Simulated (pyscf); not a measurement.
PySCF, gas phase, ωB97X-D3(BJ)/def2-SVP geometries.

Problem. For HO–AlH₂ (SMILES [OH][AlH2]) + H• (SMILES [H]) → [HO–AlH]• (SMILES [OH][AlH]) + H₂ (SMILES [H][H]), a hydrogen abstraction (doublet surface; Al–H broken, H–H formed), PBE/def2-TZVP gives ΔE‡ = -0.8 kcal/mol and ΔE = -23.0 kcal/mol (zero: the separated reactants). In which direction and how far do r²SCAN/def2-TZVP, M06-2X/def2-TZVP, ωB97M-D3(BJ)/def2-TZVP move these?

Solution. r²SCAN: ΔE‡ = -2.1 kcal/mol, ΔE = -23.6 kcal/mol; M06-2X: ΔE‡ = 3.1 kcal/mol, ΔE = -23.2 kcal/mol; ωB97M-D3(BJ): ΔE‡ = 3.2 kcal/mol, ΔE = -18.8 kcal/mol. PBE's barrier lies among them. Its reaction energy lies among theirs. At PBE, r²SCAN this geometry lies under the reactants; that is no barrier but a single point on another level's saddle; such a level's own saddle, if it has one, lies nearer that side and is low. One saddle was located; it need not be the lowest between these sides. The angle at the transferred H is 180°.
